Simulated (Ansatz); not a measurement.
## GeH$_{2}$, singlet in cc-pVDZ: errors against full CI

Geometry: a point of a stretch scan, not a stationary point.

| atom | x (Å) | y (Å) | z (Å) |
| --- | --- | --- | --- |
| Ge | 0.0000 | -0.0428 | -0.0127 |
| H | 0.0000 | 1.0780 | -1.1462 |
| H | 0.0000 | 2.0082 | 2.0615 |

Basis cc-pVDZ; Ansatz 0.2.0. Only valence electrons are correlated (noble-gas cores and the filled d shells of p-block atoms frozen), which leaves 6 electrons in 23 orbitals. R marks a restricted (for open shells ROHF) determinant, U an unrestricted one. Active spaces: pair = (2e, 2o) about the gap; valence = (6e, 6o) chosen from the atoms' valence shells. No spin–orbit coupling is included, and no scalar relativity.

Full CI is exact within this basis and frozen core; it isn't the basis-set limit. The frozen core follows each run's orbitals, which can shift R against U totals by a few meV for light atoms and by up to 0.1 eV past Ca.

- UHF ⟨S²⟩: 0.875
- T1 diagnostic (RCCSD): 0.0604
- largest doubles amplitude (RCCSD): 0.399

```csv
level,E − E(RHF) (eV)
RMP2,-2.5444
RCCSD*,-3.7634
RCCSD(T)*,-3.9313
```

Problem. Estimate how far full CI in cc-pVDZ lies from RCCSD(T). The table doesn't fix it; the size of (T) and the diagnostics are the guide.

Solution. Full CI in cc-pVDZ lies 1.7 kJ/mol below RCCSD(T), which is 11 % of the (T) step (-16.2 kJ/mol). T1 is raised, a doubles amplitude is large, RHF is unstable towards spin polarisation, but (T) still catches most of what CCSD lacks.

The other levels:

| level | E − E(full CI) (kJ/mol) | share of correlation (%) | wall time |
| --- | --- | --- | --- |
| CISD | 48.9 | 87.16 | 0.6 s |
| BCCD(T)* | 2.8 | 99.26 | 2 s |
| RCCSDT* | 0.5 | 99.87 | – |
| RCCSDT(Q)* | 0.0 | 100.01 | 2.7 s |
| RCCSDTQ* | 0.0 | 100.00 | 6.5 s |
| CASSCF (pair space) | 233.4 | 38.74 | – |
| NEVPT2 (pair space) | 61.1 | 83.95 | 1.3 s |
| CASSCF (valence space) | 147.2 | 61.38 | – |
| NEVPT2 (valence space) | 42.8 | 88.76 | 1.1 s |
| MRCISD (valence space) | 5.4 | 98.59 | – |
| MRCISD+Q (valence space) | 0.0 | 100.00 | 1.5 s |
| MRCISD+Q(relaxed) (valence space) | -2.2 | 100.59 | 1.6 s |

An asterisk marks runs whose energy the program itself flagged as in doubt.

The correlation energy at full CI, counted from RHF, is -3.949 eV. That run took 5.5 s on 1 thread of Intel Xeon Platinum 8488C, shared host over 1,573,121 determinants.

Run but not shown, since their state or frozen core can't be matched to the reference's or they repeat it: UHF, UMP2, UCCSD, UCCSD(T), UCCSDT, UCCSDT(Q).

Times hold each run's SCF and search for its determinant on a shared host, so for small cases they say little of a method's own cost; they ran on 1 thread of Intel Xeon Platinum 8488C.

More than 5 meV below full CI, which no variational method can be: MRCISD+Q(relaxed) (valence space).

The full-CI state has the irrep A' of Cs, in the program's axes.

Natural occupations of full CI about the gap: 1.955 1.916 1.646 0.344 0.047 0.036 0.010 0.009 0.007 0.007; effectively unpaired electrons, Σ n²(2−n)², 0.71. No single determinant describes this state well, so single-reference rows can miss without a flag.
